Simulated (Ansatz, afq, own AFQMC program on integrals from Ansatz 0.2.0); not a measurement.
## Al2H2, triplet in 6-31G, levels against full CI

```yaml
atoms:
  - { symbol: Al, position_ang: [0.0000, 0.0000, 0.9130] }
  - { symbol: Al, position_ang: [0.0000, 0.0000, -0.9130] }
  - { symbol: H, position_ang: [0.0000, 0.0000, 2.4875] }
  - { symbol: H, position_ang: [0.0000, 0.0000, -2.4875] }
```

Connectivity, by distances: AlH–AlH.

Basis 6-31G. Noble-gas cores (and the filled d shells of Ga–Kr and In–Xe) are frozen. Ansatz 0.2.0 and our own AFQMC program on the same integrals; the CISD trial comes from CCSD amplitudes, and released means the phaseless constraint is let go. ± is one standard error of the sampling.

Determinant: UHF, the one that the program's search chose, which needn't be the lowest solution. The geometry is a point of a scan.

Full CI on the same integrals is exact in this basis and with this determinant's frozen core.

Cautions: lower spins were not checked.

```
T1 diagnostic                               : 0.0120
weight of the determinant in the CISD state : 0.929
⟨S²⟩ of the determinant                     : 2.020
size of the correlated space                : 8 electrons in 20 orbitals
```

```csv
level,correlation energy (eV)
MP2,-1.3897
CCSD,-1.9754
CCSD(T),-2.0121
```

Task: Estimate where phaseless AFQMC with a CISD trial lies against CCSD(T) on the same integrals.

Result: 1.5 ± 0.1 kJ/mol below CCSD(T).

Reference: full CI, correlation energy -2.031 eV. The released energy is read at 1.62 1/Eh, later times being too noisy (meV from the phaseless value at times in 1/Eh: -0.9 ± 1.1 at 0.24, -1.2 ± 0.9 at 0.51, -2.0 ± 0.5 at 0.99, -1.4 ± 0.5 at 1.62, 6 ± 7 at 2.40).

```
         level  E − E(reference) (kJ/mol)  share of correlation (%)
       CCSD(T)                        1.9                     99.05
         CCSDT                        0.3                     99.87
      CCSDT(Q)                        0.1                     99.96
        CCSDTQ                        0.0                    100.00
 ph-AFQMC/CISD                  0.3 ± 0.1                     99.84
released AFQMC                 0.2 ± 0.05                     99.91
```

CCSDT and higher add their correlation energy to the determinant of the CCSD(T) run, since their own runs factorise the integrals more tightly (a shift of under 2 meV). A walk keeps the symmetry of its determinant, which the program's search chose and which needn't be the lowest solution, so a lower state of the same spin and another symmetry isn't excluded. Released energies are given only where the last usable release times agree within the noise; a slower fall can still hide under it.
